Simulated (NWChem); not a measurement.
# dichloromethane (CH2Cl2); SMILES ClCCl

```xyz
5

Cl     1.4776     0.0000     0.2074
C      0.0000     0.0000    -0.7630
Cl    -1.4776     0.0000     0.2074
H      0.0000     0.9015    -1.3860
H      0.0000    -0.9015    -1.3860
```
Atoms are numbered in this order, from 1.

Program: NWChem. Geometry optimised at PBE0/def2-SVP; all other runs use it. 

```tsv
quantity	level	value
isotropic polarisability (bohr³), static	CAM-B3LYP/def2-SVPD	42.4
vertical, lowest excitation, singlet (eV)	CAM-B3LYP/def2-SVPD, TDA	(withheld)
−ε(HOMO) (eV)	CAM-B3LYP/def2-SVP	9.79
dipole in solution (D) in n-hexane	PBE0/def2-SVP, SMD	(withheld)
dipole (D)	PBE0/def2-SVP	(withheld)
highest harmonic frequency (cm⁻¹)	PBE0/def2-SVP	3223
```

Task: Fill in the missing entries.

Result: 
- vertical, lowest excitation, singlet (eV), value: 7.03
- dipole in solution (D) in n-hexane, value: 1.91
- dipole (D), value: 1.69
